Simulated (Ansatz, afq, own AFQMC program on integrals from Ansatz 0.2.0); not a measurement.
# NO, quartet in 6-31G along one coordinate

```xyz
2

N     0.0000    0.0000    0.0000
O     0.0000    0.0000    1.4028
```

The N1–O2 distance is changed with both sides rigid. Energies in kJ/mol count from this geometry (1.403 Å) at the same level; the start stands on UHF, each point on the determinant named.

Basis 6-31G. Noble-gas cores (and the filled d shells of Ga–Kr and In–Xe) are frozen. AFQMC by an in-house program on the Cholesky factors that Ansatz 0.2.0 writes for its CCSD(T) run. ph-AFQMC/CISD is guided by a CISD state made of CCSD amplitudes; releasing the constraint for a short imaginary time cuts its bias at the price of noise, slowly where states lie close. Error bars are statistical, one sigma.

Cautions, each for one point or more: (T) is large; a spin-contaminated unrestricted determinant lies lower; an unrestricted solution with more broken spin lies lower; cluster runs in doubt by the program's own checks; lower spins were not checked; strong correlation; the determinant fills πx and πy unequally, so it mixes two states of the linear molecule, and each level undoes that mixture to a different degree, while full CI gives the lower state; the next higher spin lies close; the ph-AFQMC/CISD walk drifts between its halves; the search met a lower determinant of the same kind, perhaps of another symmetry; unrestricted determinant spin contaminated.

```json
{"r(N1–O2) / Å": "1.098", "det.": "UHF†", "T1": "0.023", "weight": "0.93", "⟨S²⟩": "3.77", "CCSD(T)": "318.3", "ph-AFQMC/CISD": "323.3 ± 0.5", "FCI": "318.9", "CCSDT(Q)": "318.8", "CCSD": "318.1", "wB97M-V": "283.1"}
{"r(N1–O2) / Å": "1.681", "det.": "UHF", "T1": "0.075", "weight": "0.77", "⟨S²⟩": "4.03", "CCSD(T)": "-13.5", "ph-AFQMC/CISD": "-15.6 ± 0.6", "FCI": "-18.1", "CCSDT(Q)": "–", "CCSD": "-7.4", "wB97M-V": "27.5"}
{"r(N1–O2) / Å": "2.277", "det.": "UHF", "T1": "0.033", "weight": "0.68", "⟨S²⟩": "4.69", "CCSD(T)": "36.4", "ph-AFQMC/CISD": "39.3 ± 0.5", "FCI": "29.4", "CCSDT(Q)": "27.7", "CCSD": "53.6", "wB97M-V": "164.5§"}
{"r(N1–O2) / Å": "3.146", "det.": "ROHF", "T1": "0.288", "weight": "0.18", "⟨S²⟩": "pure", "CCSD(T)": "-99.0", "ph-AFQMC/CISD": "43.6 ± 1.1", "FCI": "29.3", "CCSDT(Q)": "–", "CCSD": "55.7", "wB97M-V": "194.7§"}
{"r(N1–O2) / Å": "4.833", "det.": "UHF†", "T1": "0.004", "weight": "0.64", "⟨S²⟩": "4.75", "CCSD(T)": "30.4", "ph-AFQMC/CISD": "38.3 ± 0.9", "FCI": "30.0", "CCSDT(Q)": "29.9", "CCSD": "50.5", "wB97M-V": "199.1§"}
```

Weight is that of the determinant in the CISD state; at the start T1 is 0.027 and the weight 0.92, and ⟨S²⟩ is 3.77. A dagger marks points whose determinant fills other symmetries than the start's, so the wave-function levels may follow another state there, or a degenerate partner. A dash marks a missing value, a released energy that hasn't settled or a functional that sits on another state. § marks a functional whose ⟨S²⟩ is too high by over 0.1. Largest departures from full CI: CCSD(T) -128.4 kJ/mol at 3.146 (on ROHF), ph-AFQMC/CISD 14.3 kJ/mol at 3.146 (on ROHF), CCSDT(Q) -1.7 kJ/mol at 2.277 (on UHF), CCSD 26.3 kJ/mol at 3.146 (on ROHF). The functionals aren't scored here. In this small basis the wave-function levels are far from their limit, so their gap to the functionals isn't the functionals' error. In total energy ph-AFQMC/CISD lies 16 ± 4 meV above full CI at the start, so its agreement along the curve rests in part on cancellation.

Some points may be missing: those where a free walk finds a much lower state, and past Zn most of those on another determinant than at the start.

CCSDT and higher add their correlation energy to the determinant of the CCSD(T) run, since their own runs factorise the integrals more tightly (a shift of under 2 meV).
